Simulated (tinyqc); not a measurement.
Worked calculation: CCSD on RHF in the sto-3g basis, frozen core, for H3O+, spin multiplicity 1. One step of it, computed by the program tinyqc.

Problem. Iteration 1: diagonalisation and new density. Diagonalise F' = X^T F X, C = X C', fill 5 alpha and 5 beta electrons from the bottom; D = 2 C_occ C_occ^T. Each column has its largest component positive (the first on a tie).

Fock matrix F (hartree):
```
             1O 1s      1O 2s     1O 2px     1O 2py     1O 2pz      2H 1s      3H 1s      4H 1s
1O 1s   -21.597899  -5.451107   0.000016   0.000000   0.006957  -0.945109  -0.946635  -0.946635
1O 2s    -5.451107  -3.332577   0.000150   0.000000   0.072683  -1.146784  -1.148109  -1.148109
1O 2px    0.000016   0.000150  -1.105903   0.000000  -0.000054  -0.571220   0.285782   0.285782
1O 2py    0.000000   0.000000   0.000000  -1.106103   0.000000   0.000000  -0.495125   0.495125
1O 2pz    0.006957   0.072683  -0.000054   0.000000  -1.011187   0.184592   0.184841   0.184841
2H 1s    -0.945109  -1.146784  -0.571220   0.000000   0.184592  -0.859400  -0.380925  -0.380925
3H 1s    -0.946635  -1.148109   0.285782  -0.495125   0.184841  -0.380925  -0.860323  -0.381247
4H 1s    -0.946635  -1.148109   0.285782   0.495125   0.184841  -0.380925  -0.381247  -0.860323
```

X:
```
                1          2          3          4          5          6          7          8
1O 1s   -0.370808   0.000000  -0.000931   0.719863   0.626529   0.000059   0.000000   0.151715
1O 2s    1.198905   0.000000   0.002256  -0.104880   0.187088   0.000118   0.000000   0.438111
1O 2px  -0.002021   0.000000   0.895504   0.000147   0.000007   0.669220   0.000000  -0.000146
1O 2py   0.000000   0.895795   0.000000   0.000000   0.000000   0.000000   0.669173   0.000000
1O 2pz  -0.253612   0.000000  -0.000376  -0.688905   0.696652   0.000027   0.000000  -0.096379
2H 1s   -0.523566   0.000000  -0.892849  -0.138226  -0.117119   0.448182   0.000000   0.312622
3H 1s   -0.526947  -0.772575   0.444828  -0.138142  -0.117071  -0.223829   0.387950   0.312898
4H 1s   -0.526947   0.772575   0.444828  -0.138142  -0.117071  -0.223829  -0.387950   0.312898
```

Give: F' = X^T F X; orbital energies; coefficients C; D after iteration 1.

Solution.

F' = X^T F X (hartree):
```
         1        2        3         4        5        6        7        8
1  -0.9845   0.0000  -0.0027    2.2094   1.9344   0.0005   0.0000   0.1595
2   0.0000  -0.0888   0.0000    0.0000   0.0000   0.0000  -0.2081   0.0000
3  -0.0027   0.0000  -0.0893    0.0068   0.0062  -0.2081   0.0000   0.0012
4   2.2094   0.0000   0.0068  -10.4045  -9.1361  -0.0012   0.0000  -4.0876
5   1.9344   0.0000   0.0062   -9.1361  -9.9282  -0.0011   0.0000  -4.1135
6   0.0005   0.0000  -0.2081   -0.0012  -0.0011  -1.1533   0.0000  -0.0004
7   0.0000  -0.2081   0.0000    0.0000   0.0000   0.0000  -1.1537   0.0000
8   0.1595   0.0000   0.0012   -4.0876  -4.1135  -0.0004   0.0000  -3.5998
```

orbital energies (hartree): MO1 -21.6047, MO2 -2.0997, MO3 -1.1929, MO4 -1.1926, MO5 -1.0179, MO6 -0.1947, MO7 -0.0501, MO8 -0.0496

coefficients C:
```
            MO1      MO2      MO3      MO4      MO5      MO6      MO7      MO8
1O 1s    0.9949  -0.2466   0.0000  -0.0001  -0.0368  -0.1385  -0.0003   0.0000
1O 2s    0.0223   0.9344   0.0000   0.0003   0.1858   0.8759   0.0020   0.0000
1O 2px   0.0000  -0.0001   0.0000   0.8236  -0.0003   0.0011  -0.7559   0.0000
1O 2py   0.0000   0.0000   0.8235   0.0000   0.0000   0.0000   0.0000  -0.7564
1O 2pz  -0.0013  -0.0577   0.0000   0.0003   0.9672  -0.3076  -0.0007   0.0000
2H 1s   -0.0032   0.0694   0.0000   0.2749  -0.0754  -0.6312   0.9583   0.0000
3H 1s   -0.0032   0.0695   0.2382  -0.1375  -0.0754  -0.6291  -0.4808   0.8311
4H 1s   -0.0032   0.0695  -0.2382  -0.1375  -0.0754  -0.6291  -0.4808  -0.8311
```

D after iteration 1:
```
          1O 1s    1O 2s   1O 2px   1O 2py   1O 2pz    2H 1s    3H 1s    4H 1s
1O 1s    2.1042  -0.4302   0.0000   0.0000  -0.0452  -0.0352  -0.0352  -0.0352
1O 2s   -0.4302   1.8162   0.0002   0.0000   0.2515   0.1017   0.1017   0.1017
1O 2px   0.0000   0.0002   1.3567   0.0000  -0.0001   0.4529  -0.2264  -0.2264
1O 2py   0.0000   0.0000   0.0000   1.3563   0.0000   0.0000   0.3923  -0.3923
1O 2pz  -0.0452   0.2515  -0.0001   0.0000   1.8778  -0.1538  -0.1539  -0.1539
2H 1s   -0.0352   0.1017   0.4529   0.0000  -0.1538   0.1722  -0.0545  -0.0545
3H 1s   -0.0352   0.1017  -0.2264   0.3923  -0.1539  -0.0545   0.1723  -0.0546
4H 1s   -0.0352   0.1017  -0.2264  -0.3923  -0.1539  -0.0545  -0.0546   0.1723
```
